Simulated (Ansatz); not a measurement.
## A ladder of methods for SiH4 (SMILES [H][Si]([H])([H])[H])

SiH4: 5 atoms, total charge 0, spin state singlet. As SMILES, `[H][Si]([H])([H])[H]`. The shape is that of a GFN2-xTB optimisation.

Each level gives the electronic atomisation energy (eV). The values are calculated. Electronic energies at fixed atoms, without zero-point motion or spin-orbit coupling.

| level | kind | program | value (eV) | CPU time (all runs) |
| --- | --- | --- | --- | --- |
| HF/6-31G | Hartree–Fock | Ansatz | 9.56 | 0.22 s |
| revPBE/6-31G | GGA | Ansatz | 12.63 | 1.1 s |
| B3LYP/6-31G | global hybrid | Ansatz | 13.03 | 1.2 s |
| PBE0/6-31G | global hybrid | Ansatz | 12.73 | 0.97 s |
| wB97X/6-31G | range-separated hybrid | Ansatz | 13.00 | 4.3 s |
| B2PLYP/6-31G | double hybrid | Ansatz | 12.35 | 1.3 s |
| BCCD(T)/6-31G | coupled cluster or CI | Ansatz | 11.21 | 0.45 s |
| CCSDT(Q)/6-31G | coupled cluster or CI | Ansatz | 11.22 | 0.96 s |
| FCI/3-21G | exact in the basis | Ansatz | 11.40 | 8 s |

The values span 9.56 to 13.03 eV. All rows use very small basis sets, so none should be taken for the real molecule's value. In so small a basis fixed costs decide the times, and correlated methods can beat functionals. CPU times are rough (shared hosts, several kinds of processor and program).
